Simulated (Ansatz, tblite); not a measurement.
# The cluster RuPt₃−: one state, many levels, part 2 of 2

Aim: run the doublet of the cluster RuPt₃− at one geometry on many levels, and compare frontier levels, spin and run time.

Ansatz 0.2.0, Gaussian basis; as each input shows.

## 11. LC-ωPBE(0.20)/def2-TZVPD

in.yaml reads:

```yaml
crystal:
  periodic: [false, false, false]
  atoms:
    - {symbol: Pt, position_ang: [1.981359, -1.003287, -0.147889]}
    - {symbol: Pt, position_ang: [-2.080760, 0.780443, 0.033748]}
    - {symbol: Pt, position_ang: [0.534613, 1.210421, 0.038063]}
    - {symbol: Ru, position_ang: [-0.435212, -0.987576, 0.076088]}
basis:
  gaussian: {orbitals: def2-TZVPD, initial_orbitals: start.molden}
total_charge: -1
magnetization: {spin_polarized: true, initial_magnetization: 1}
hamiltonian: {xc: {name: LC-wPBE, parameters: {omega: 0.2/bohr}}}
scf: {omitted_lower_state_checks: [starts]}
output: {orbitals: {seedname: orbitals}}
```

Run with:

```
$ ansatz run in.yaml --threads 4 --pin off --events-out ev --progress --plain --max-ram 3916MiB
```

The log of the run (excerpt; [...] marks lines left out):

```text
Functional definition: LC-wPBE
  name "LC-wPBE"
  cite "Vydrov & Scuseria, J. Chem. Phys. 125, 234109 (2006) doi:10.1063/1.2409292"
  cite "Heyd & Scuseria, J. Chem. Phys. 120, 7274 (2004) doi:10.1063/1.1668634"
  cite "Ernzerhof & Perdew, J. Chem. Phys. 109, 3313 (1998) doi:10.1063/1.476928"
  cite "Perdew, Burke & Ernzerhof, Phys. Rev. Lett. 77, 3865 (1996) doi:10.1103/PhysRevLett.77.3865"
  parent pbe
[...]
  with omega = 0.2/bohr from the input
[...]
1485 factors; their error is unknown
216 factors; integrals over basis functions are off by at most 5.4e-5 eV
[...]
mean field -12330.85684254 eV, -453.1506308084 hartree, gradient 4.1e-6 eV, S^2 1.846122; 0 other end points of the search recorded, 0 dependent functions left out
reference -12330.85684256 eV, -453.1506308092 hartree; 36, 35 occupied and 133, 134 virtual orbitals, 1485 factors
Total energy: -12330.85684256 eV, -453.1506308092 hartree
Checks for a lower state left out: starts
```

Wall time 55 s (4 threads of Arm Neoverse N1, shared host); peak memory 0.64 GiB.

Report: HOMO -2.25 eV, LUMO 2.44 eV (over both spins); ⟨S²⟩ 1.846 (pure: 0.75). Doubts: spin contamination.

## 12. LC-ωPBE(0.30)/def2-TZVPD

in.yaml, as its differences from that of step 11:

```diff
@@ -11,3 +11,3 @@
 magnetization: {spin_polarized: true, initial_magnetization: 1}
-hamiltonian: {xc: {name: LC-wPBE, parameters: {omega: 0.2/bohr}}}
+hamiltonian: {xc: {name: LC-wPBE, parameters: {omega: 0.3/bohr}}}
 scf: {omitted_lower_state_checks: [starts]}
```

The command is unchanged.

The log of the run (excerpt; [...] marks lines left out):

```text
Functional definition: LC-wPBE
  name "LC-wPBE"
  cite "Vydrov & Scuseria, J. Chem. Phys. 125, 234109 (2006) doi:10.1063/1.2409292"
  cite "Heyd & Scuseria, J. Chem. Phys. 120, 7274 (2004) doi:10.1063/1.1668634"
  cite "Ernzerhof & Perdew, J. Chem. Phys. 109, 3313 (1998) doi:10.1063/1.476928"
  cite "Perdew, Burke & Ernzerhof, Phys. Rev. Lett. 77, 3865 (1996) doi:10.1103/PhysRevLett.77.3865"
  parent pbe
[...]
  with omega = 0.3/bohr from the input
[...]
1485 factors; their error is unknown
319 factors; integrals over basis functions are off by at most 3.1e-4 eV
[...]
mean field -12328.24934520 eV, -453.0548070484 hartree, gradient 5.7e-6 eV, S^2 2.165547; 0 other end points of the search recorded, 0 dependent functions left out
reference -12328.24934521 eV, -453.0548070488 hartree; 36, 35 occupied and 133, 134 virtual orbitals, 1485 factors
Total energy: -12328.24934521 eV, -453.0548070488 hartree
Checks for a lower state left out: starts
```

Run time: 56 s. Hardware: 4 threads of Arm Neoverse N1, shared host; peak memory 0.7 GiB.

HOMO -2.58 eV, LUMO 2.82 eV (over both spins); ⟨S²⟩ 2.166 (pure: 0.75). Doubts: spin contamination.

## 13. PBE-D4/def2-SVPD

in.yaml, as its differences from that of step 12:

```diff
@@ -8,6 +8,6 @@
 basis:
-  gaussian: {orbitals: def2-TZVPD, initial_orbitals: start.molden}
+  gaussian: {orbitals: def2-SVPD, initial_orbitals: start.molden}
 total_charge: -1
 magnetization: {spin_polarized: true, initial_magnetization: 1}
-hamiltonian: {xc: {name: LC-wPBE, parameters: {omega: 0.3/bohr}}}
+hamiltonian: {xc: pbe, dispersion: d4}
 scf: {omitted_lower_state_checks: [starts]}
```

The command is unchanged.

The log of the run:

```text
Functional definition: PBE
  name "PBE"
  cite "Perdew, Burke & Ernzerhof, Phys. Rev. Lett. 77, 3865 (1996) doi:10.1103/PhysRevLett.77.3865"
  parent pbe
  parameter kappa = 0.804
  parameter beta = 0.06672455060314922
  exchange = pbe_x(kappa = kappa, mu = beta*pi^2/3)
  correlation = pbe_c(beta = beta)
these checks for a lower state are left out or cut short: starts
1326 factors; their error is unknown
mean field evaluation 1: about -12330.7915 eV, gradient 9.5e0 eV
mean field evaluation 2: about -12331.2245 eV, gradient 6.8e-1 eV
mean field evaluation 4: about -12331.2099 eV, gradient 1.9e0 eV
mean field evaluation 8: about -12331.1827 eV, gradient 2.1e-1 eV
mean field evaluation 16: about -12331.1829 eV, gradient 8.4e-5 eV
mean field -12331.18288124 eV, -453.1626125096 hartree, gradient 4.9e-6 eV, S^2 1.860684; 0 other end points of the search recorded, 0 dependent functions left out
reference -12331.18291488 eV, -453.1626137458 hartree; 36, 35 occupied and 103, 104 virtual orbitals, 1326 factors
Total energy: -12331.46840911 eV, -453.1731054653 hartree
Checks for a lower state left out: starts
```

Wall time 28 s (4 threads of Arm Neoverse N1, shared host).

Report: HOMO 0.05 eV, LUMO 0.27 eV (over both spins); ⟨S²⟩ 1.861 (pure: 0.75). Doubts: spin contamination, highest occupied level lies above zero.

## 14. PBE0-D4/def2-SVPD

in.yaml, as its differences from that of step 13:

```diff
@@ -11,3 +11,3 @@
 magnetization: {spin_polarized: true, initial_magnetization: 1}
-hamiltonian: {xc: pbe, dispersion: d4}
+hamiltonian: {xc: pbe0, dispersion: d4}
 scf: {omitted_lower_state_checks: [starts]}
```

Launched as before.

The log of the run (excerpt; [...] marks lines left out):

```text
Functional definition: PBE0
  name "PBE0"
  cite "Adamo & Barone, J. Chem. Phys. 110, 6158 (1999) doi:10.1063/1.478522"
  cite "Perdew, Burke & Ernzerhof, Phys. Rev. Lett. 77, 3865 (1996) doi:10.1103/PhysRevLett.77.3865"
  parent pbe
[...]
1337 factors; integrals over basis functions are off by at most 2.5e-4 eV
[...]
mean field -12323.93309938 eV, -452.8961879404 hartree, gradient 2.6e-6 eV, S^2 1.859722; 0 other end points of the search recorded, 0 dependent functions left out
reference -12323.93312541 eV, -452.8961888969 hartree; 36, 35 occupied and 103, 104 virtual orbitals, 1337 factors
Total energy: -12324.17793693 eV, -452.9051855544 hartree
Checks for a lower state left out: starts
```

Wall time 34 s (4 threads of Arm Neoverse N1, shared host); peak memory 0.63 GiB.

From the report: HOMO -0.94 eV, LUMO 1.15 eV (over both spins); ⟨S²⟩ 1.860 (pure: 0.75). Doubts: spin contamination.

## 15. MP2/def2-TZVPD

in.yaml, as its differences from that of step 14:

```diff
@@ -8,6 +8,6 @@
 basis:
-  gaussian: {orbitals: def2-SVPD, initial_orbitals: start.molden}
+  gaussian: {orbitals: def2-TZVPD, initial_orbitals: start.molden}
 total_charge: -1
 magnetization: {spin_polarized: true, initial_magnetization: 1}
-hamiltonian: {xc: pbe0, dispersion: d4}
+correlation: {method: mp2}
 scf: {omitted_lower_state_checks: [starts]}
```

Same command.

The log of the run:

```text
Functional definition: HF
  name "HF"
  cite "Fock, Z. Phys. 61, 126 (1930) doi:10.1007/BF01340294"
  parent pbe
  exchange = exact_x
  correlation = 0
these checks for a lower state are left out or cut short: starts
1531 factors; integrals over basis functions are off by at most 3.9e-4 eV
mean field evaluation 1: about -12222.3438 eV, gradient 1.7e1 eV
mean field evaluation 2: about -12224.9369 eV, gradient 4.6e0 eV
mean field evaluation 4: about -12225.6987 eV, gradient 1.4e0 eV
mean field evaluation 8: about -12227.1616 eV, gradient 1.0e0 eV
mean field evaluation 16: about -12227.3211 eV, gradient 3.0e-1 eV
mean field evaluation 32: about -12227.3238 eV, gradient 4.5e-4 eV
mean field -12227.32380906 eV, -449.3458620053 hartree, gradient 5.7e-9 eV, S^2 3.352561; 0 other end points of the search recorded, 0 dependent functions left out
reference -12227.32380906 eV, -449.3458620053 hartree; 36, 35 occupied and 133, 134 virtual orbitals, 1531 factors
second order -48.58488026 eV of doubles, -0.00000000 eV of singles
Total energy: -12275.90868933 eV, -451.1313234229 hartree
Checks for a lower state left out: starts
```

Run time: 75 s. Hardware: 4 threads of Arm Neoverse N1, shared host; peak memory 0.73 GiB.

Report: Hartree-Fock HOMO -2.15 eV, LUMO 3.35 eV (over both spins); ⟨S²⟩ 3.353 (pure: 0.75). Doubts: spin contamination.

## 16. RPA/def2-TZVPD

in.yaml, as its differences from that of step 15:

```diff
@@ -11,4 +11,4 @@
 magnetization: {spin_polarized: true, initial_magnetization: 1}
-correlation: {method: mp2}
+hamiltonian: {xc: pbe}
+correlation: {method: rpa}
 scf: {omitted_lower_state_checks: [starts]}
-output: {orbitals: {seedname: orbitals}}
```

The command is unchanged.

The log of the run:

```text
Functional definition: PBE
  name "PBE"
  cite "Perdew, Burke & Ernzerhof, Phys. Rev. Lett. 77, 3865 (1996) doi:10.1103/PhysRevLett.77.3865"
  parent pbe
  parameter kappa = 0.804
  parameter beta = 0.06672455060314922
  exchange = pbe_x(kappa = kappa, mu = beta*pi^2/3)
  correlation = pbe_c(beta = beta)
these checks for a lower state are left out or cut short: starts
1531 factors; integrals over basis functions are off by at most 3.9e-4 eV
mean field evaluation 1: about -12332.1244 eV, gradient 6.4e0 eV
mean field evaluation 2: about -12332.4435 eV, gradient 7.3e-1 eV
mean field evaluation 4: about -12332.4575 eV, gradient 2.5e-1 eV
mean field evaluation 8: about -12332.4617 eV, gradient 2.7e-1 eV
mean field evaluation 16: about -12332.4625 eV, gradient 1.3e-5 eV
mean field -12332.46246249 eV, -453.2096362532 hartree, gradient 2.7e-6 eV, S^2 1.863335; 0 other end points of the search recorded, 0 dependent functions left out
reference -12221.15900772 eV, -449.1193097345 hartree; 36, 35 occupied and 133, 134 virtual orbitals, 1531 factors
Total energy: -12289.81862171 eV, -451.6425040096 hartree
Checks for a lower state left out: starts
```

It took 37 s on 4 threads of Arm Neoverse N1, shared host; peak memory 0.66 GiB.

Report: ⟨S²⟩ 1.863 (pure: 0.75). Doubts: spin contamination.

## 17. Comparison

| level | functions | HOMO (eV) | LUMO (eV) | gap (eV) | ⟨S²⟩ | time |
| --- | --- | --- | --- | --- | --- | --- |
| PBE-D4/def2-SVPD | 139 | 0.05 | 0.27 | 0.22 | 1.861 | 28 s |
| PBE-D4/def2-TZVPD | 169 | -0.01 | 0.21 | 0.22 | 1.863 | 37 s |
| revPBE-D4/def2-TZVPD | 169 | 0.05 | 0.31 | 0.26 | 1.876 | 39 s |
| r2SCAN-D4/def2-TZVPD | 169 | -0.30 | 0.35 | 0.65 | 2.224 | 1.7 min |
| PBE0-D4/def2-SVPD | 139 | -0.94 | 1.15 | 2.09 | 1.860 | 34 s |
| PBE0-D4/def2-TZVPD | 169 | -0.98 | 1.11 | 2.09 | 1.880 | 2.5 min |
| BHLYP-D4/def2-TZVPD | 169 | -1.36 | 1.86 | 3.22 | 2.586 | 93 s |
| CAM-B3LYP-D4/def2-TZVPD | 169 | -1.89 | 1.97 | 3.86 | 2.134 | 79 s |
| LC-ωPBE(0.10)/def2-TZVPD | 169 | -1.46 | 1.59 | 3.04 | 1.866 | 72 s |
| LC-ωPBE(0.15)/def2-TZVPD | 169 | -1.95 | 2.11 | 4.06 | 1.861 | 56 s |
| LC-ωPBE(0.20)/def2-TZVPD | 169 | -2.25 | 2.44 | 4.69 | 1.846 | 55 s |
| LC-ωPBE(0.30)/def2-TZVPD | 169 | -2.58 | 2.82 | 5.40 | 2.166 | 56 s |

Energy pieces by basis (eV):

| basis | HF | MP2 correlation | total |
| --- | --- | --- | --- |
| def2-TZVPD | -12227.3238 | -48.5849 | -12275.9087 (MP2) |

## 18. Outcome

This closing draws on all 2 parts.

| quantity | value |
| --- | --- |
| gap in def2-TZVPD, named functionals, smallest and largest | 0.22 eV (PBE-D4), 3.86 eV (CAM-B3LYP-D4) |
| gap over the ω (1/bohr) | 3.04 eV at 0.1, 4.69 eV at 0.2 |
| correlation energy, MP2/def2-TZVPD | -48.58 eV |
| ⟨S²⟩ in def2-TZVPD, named functionals, smallest and largest | 1.863, 2.586 |
| PBE0 total energy, smallest basis above largest | 1.26 eV (def2-SVPD, def2-TZVPD) |

What this shows: Over the named functionals in def2-TZVPD the gap runs from 0.22 eV (PBE-D4) to 3.86 eV (CAM-B3LYP-D4); exact exchange widens it. Raising the ω (1/bohr) from 0.1 to 0.2 moves the HOMO by -0.79 eV and the LUMO by +0.86 eV. Over the named functionals in def2-TZVPD spin contamination reaches 1.84 (BHLYP-D4), and every level is far from pure, so all describe a mixture with higher spin. revPBE-D4 puts the HOMO above zero: the outermost electron is held by the basis alone.

The slowest run with a step of its own, r2SCAN-D4/def2-TZVPD, took 1.7 min; the quickest functional in def2-TZVPD took 37 s (shared host).
